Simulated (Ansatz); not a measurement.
This Ansatz (an electronic-structure program) input (PBE0/def2-QZVP) gives -93.35074 Eh with 144 basis functions. A basis named .json is the Basis Set Exchange file of that set (core-valence sets with the plain set on hydrogen).

Ansatz 0.2 input:
```yaml
crystal:
  periodic: [false, false, false]
  atoms:
    - {symbol: C, position_ang: [-0.00000000, -0.00000000, -0.49689011]}
    - {symbol: N, position_ang: [0.00000000, 0.00000000, 0.64927938]}
    - {symbol: H, position_ang: [-0.00000000, -0.00000000, -1.56361504]}
basis:
  gaussian:
    orbitals: def2-QZVP.json
hamiltonian:
  xc: {name: PBE0}
magnetization: {spin_polarized: false}
```

Change:
```diff
- orbitals: def2-QZVP.json
+ orbitals: def2-TZVP
```

Problem. What does the run give now?

Solution. -93.34540 Eh (PBE0/def2-TZVP, 68 functions), a change of +5.34 mEh.
